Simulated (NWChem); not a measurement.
The numbers come from NWChem runs, not from measurements. System: acetylene (C2H2), charge 0, spin multiplicity 1, at a geometry optimised with PBE0/def2-SVP. Level: M06-2X/def2-TZVP.

The NWChem input:

```
start mol
memory heap 200 mb stack 800 mb global 1000 mb
geometry units angstroms nocenter noautoz
  C      0.000000     0.000000    -0.604265
  C      0.000000     0.000000     0.604265
  H      0.000000     0.000000    -1.679242
  H      0.000000     0.000000     1.679242
  symmetry group D2h
end
basis spherical
  * library def2-tzvp
end
dft
  xc m06-2x
  semidirect memsize 60000000 filesize 0
  iterations 100
  grid fine
end
task dft energy
```

Part of the output:

```
             Northwest Computational Chemistry Package (NWChem) 7.3.0
             --------------------------------------------------------

                                NWChem Input Module
                                -------------------

 Scaling coordinates for geometry "geometry" by  1.889725989
 (inverse scale =  0.529177249)

 Turning off AUTOSYM since
 SYMMETRY directive was detected!

                             Geometry "geometry" -> ""
                             -------------------------

 Output coordinates in angstroms (scale by  1.889725989 to convert to a.u.)

  No.       Tag          Charge          X              Y              Z
 ---- ---------------- ---------- -------------- -------------- --------------
    1 C                    6.0000     0.00000000     0.00000000    -0.60426500
    2 C                    6.0000     0.00000000     0.00000000     0.60426500
    3 H                    1.0000     0.00000000     0.00000000    -1.67924200
    4 H                    1.0000     0.00000000     0.00000000     1.67924200

 Effective nuclear repulsion energy (a.u.)      24.6089184991

            Nuclear Dipole moment (a.u.)
            ----------------------------
        X                 Y               Z
 ---------------- ---------------- ----------------
     0.0000000000     0.0000000000     0.0000000000

      Symmetry information
      --------------------

 Group name             D2h
 Group number             26
 Group order               8
 No. of unique centers     2

      Symmetry unique atoms

     1    3


 Summary of "ao basis" -> "" (spherical)
 ------------------------------------------------------------------------------
       Tag                 Description            Shells   Functions and Types
 ---------------- ------------------------------  ------  ---------------------
 *                         def2-tzvp                  on all atoms

                                 NWChem DFT Module
                                 -----------------

 Summary of "ao basis" -> "ao basis" (spherical)
 ------------------------------------------------------------------------------
[...]
    12      0.135910  1 C  px                43      0.135910  2 C  px

 Vector    7  Occ=2.000000D+00  E=-3.554407D-01  Symmetry=b2u
              MO Center=  2.7D-26,  1.5D-16,  3.8D-18, r^2= 1.3D+00
   Bfn.  Coefficient  Atom+Function         Bfn.  Coefficient  Atom+Function
  ----- ------------  ---------------      ----- ------------  ---------------
     7      0.302907  1 C  py                38      0.302907  2 C  py
    10      0.263490  1 C  py                41      0.263490  2 C  py
    13      0.135916  1 C  py                44      0.135916  2 C  py

 Vector    8  Occ=0.000000D+00  E= 6.531266D-02  Symmetry=b3g
              MO Center= -3.6D-17, -1.6D-14, -2.3D-17, r^2= 2.9D+00
   Bfn.  Coefficient  Atom+Function         Bfn.  Coefficient  Atom+Function
  ----- ------------  ---------------      ----- ------------  ---------------
    13      0.840115  1 C  py                44     -0.840115  2 C  py
     7      0.268462  1 C  py                38     -0.268462  2 C  py
    10      0.184996  1 C  py                41     -0.184996  2 C  py
    21     -0.078043  1 C  d -1              52     -0.078043  2 C  d -1
    67      0.026112  3 H  py                73     -0.026112  4 H  py

 Vector    9  Occ=0.000000D+00  E= 6.531297D-02  Symmetry=b2g
              MO Center= -3.1D-14, -1.6D-17, -6.2D-17, r^2= 2.9D+00
   Bfn.  Coefficient  Atom+Function         Bfn.  Coefficient  Atom+Function
  ----- ------------  ---------------      ----- ------------  ---------------
    12      0.840114  1 C  px                43     -0.840114  2 C  px
     6      0.268462  1 C  px                37     -0.268462  2 C  px
     9      0.184997  1 C  px                40     -0.184997  2 C  px
    23      0.078043  1 C  d  1              54      0.078043  2 C  d  1
    66      0.026112  3 H  px                72     -0.026112  4 H  px

 Vector   10  Occ=0.000000D+00  E= 8.535877D-02  Symmetry=b1u
              MO Center=  2.6D-14,  1.3D-14, -5.4D-14, r^2= 8.8D+00
   Bfn.  Coefficient  Atom+Function         Bfn.  Coefficient  Atom+Function
  ----- ------------  ---------------      ----- ------------  ---------------
     5     11.533242  1 C  s                 36    -11.533242  2 C  s
    14      7.950686  1 C  pz                45      7.950686  2 C  pz
    65      4.701203  3 H  s                 71     -4.701203  4 H  s
     4      0.320856  1 C  s                 35     -0.320856  2 C  s
    22      0.196812  1 C  d  0              53     -0.196812  2 C  d  0

 center of mass
 --------------
 x =   0.00000000 y =   0.00000000 z =   0.00000000

 moments of inertia (a.u.)
 ------------------
          51.591547021263           0.000000000000           0.000000000000
           0.000000000000          51.591547021263           0.000000000000
           0.000000000000           0.000000000000           0.000000000000

     Multipole analysis of the density
     ---------------------------------

     L   x y z        total         alpha         beta         nuclear
     -   - - -        -----         -----         ----         -------
     0   0 0 0     -0.000000     -7.000000     -7.000000     14.000000

     1   1 0 0     -0.000000     -0.000000     -0.000000      0.000000
     1   0 1 0     -0.000000     -0.000000     -0.000000      0.000000
     1   0 0 1     -0.000000     -0.000000     -0.000000      0.000000

     2   2 0 0    -10.248504     -5.124252     -5.124252      0.000000
     2   1 1 0     -0.000000     -0.000000     -0.000000      0.000000
     2   1 0 1     -0.000000     -0.000000     -0.000000      0.000000
     2   0 2 0    -10.248571     -5.124286     -5.124286      0.000000
     2   0 1 1      0.000000      0.000000      0.000000      0.000000
     2   0 0 2     -5.014104    -20.400480    -20.400480     35.786856

 Task  times  cpu:        1.6s     wall:        1.6s

 Total times  cpu:        1.7s     wall:        1.7s
```
